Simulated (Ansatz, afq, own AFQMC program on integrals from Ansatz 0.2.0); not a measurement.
Where AFQMC and coupled cluster stand for Ga, doublet

A free Ga atom.

Basis cc-pVDZ. Noble-gas cores (and the filled d shells of Ga–Kr and In–Xe) are frozen. Ansatz 0.2.0 and our own AFQMC program on the same integrals; the CISD trial comes from CCSD amplitudes, and released means the phaseless constraint is let go. Free AFQMC starts from the CCSD state and is never constrained. Its projection time is finite, and what remains of the start isn't in its error. Error bars are statistical, one sigma. No spin–orbit coupling.

Determinant: UHF, the one that the program's search chose, which needn't be the lowest solution.

Full CI on the same integrals is exact in this basis and with this determinant's frozen core.

Cautions: no relativity below Rb; no spin-orbit coupling; inner d shell frozen.

The T1 diagnostic is 0.0108 and the weight of the determinant in the CISD state is 0.945. The ⟨S²⟩ of the determinant is 0.760 and the size of the correlated space is 3 electrons in 13 orbitals.

Reference: full CI, correlation energy -1.206 eV. The released energy is read at 1.50 1/Eh (meV from the phaseless value at times in 1/Eh: -0.1 ± 0.4 at 0.24, -0.3 ± 0.4 at 0.50, -0.70 ± 0.24 at 1.00, -0.7 ± 0.3 at 1.50).

```
         level  E − E(reference) (meV)  share of correlation (%)
            HF                  1205.6                      0.00
           MP2                   416.9                     65.42
          CCSD                    20.0                     98.34
       CCSD(T)                     6.5                     99.46
   ph-AFQMC/HF              38.5 ± 8.6                     96.81
 ph-AFQMC/CISD               1.1 ± 0.4                     99.91
released AFQMC               0.4 ± 0.3                     99.97
    free AFQMC              -0.1 ± 0.1                    100.00
```

Free projections are given only where their last times agree within the noise and don't stop above the reference; a slow remainder of the start can still hide under it. A walk keeps the symmetry of its determinant, which the program's search chose and which needn't be the lowest solution, so a lower state of the same spin and another symmetry isn't excluded. Released energies are given only where the last usable release times agree within the noise; a slower fall can still hide under it.
